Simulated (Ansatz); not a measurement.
**HB–BH, singlet: reading a ladder of total energies**

Geometry: a PBE0/def2-TZVP stationary point for this spin, not checked as a minimum.

```json
{"atom": "B", "x (Å)": "0.0000", "y (Å)": "0.0000", "z (Å)": "0.7625"}
{"atom": "B", "x (Å)": "0.0000", "y (Å)": "0.0000", "z (Å)": "-0.7625"}
{"atom": "H", "x (Å)": "0.0000", "y (Å)": "0.0000", "z (Å)": "1.9383"}
{"atom": "H", "x (Å)": "0.0000", "y (Å)": "0.0000", "z (Å)": "-1.9383"}
```

Basis 6-31G; Ansatz 0.2.0. Correlated methods freeze the noble-gas cores, which leaves 8 electrons in 20 orbitals. Prefix R: restricted or restricted open-shell reference.

Full CI is exact within this basis and frozen core; it isn't the basis-set limit.

The determinant fills πx and πy unequally, so it is a mixture of Σ and Δ, which weighs on every level built on one determinant.

Runs differ by some tens of microhartree through their thresholds, so steps under 0.03 kcal/mol mean nothing.

```csv
level,total energy (hartree)
RHF,-50.353129
RMP2,-50.443147
RCCSD,-50.471634
RCCSD(T),-50.474950
RCCSDT*,-50.478571
RCCSDT(Q)*,-50.479813
RCCSDTQ*,-50.479618
full CI,-50.479664
```

Q: What is the correlation energy at full CI, and what share of it do RMP2 and RCCSDT recover?

A: E(corr) = -50.479664 − (-50.353129) = -0.126535 hartree = -3.443 eV. RMP2: -0.090018 / -0.126535 = 71.14 %. RCCSDT: -0.125442 / -0.126535 = 99.14 %.

Q: By how many kcal/mol does RCCSD(T) miss full CI (1 hartree = 627.509 kcal/mol), and which steps make up the rest?

A: -50.474950 − (-50.479664) = 0.004714 hartree = 2.96 kcal/mol. Steps: RCCSDT − RCCSD(T) = -2.27, RCCSDT(Q) − RCCSDT = -0.78, RCCSDTQ − RCCSDT(Q) = 0.12, full CI − RCCSDTQ = -0.03 kcal/mol. With more than one leading determinant such errors change with state and geometry, and needn't cancel in differences.

An asterisk marks runs whose energy the program itself flagged as in doubt.
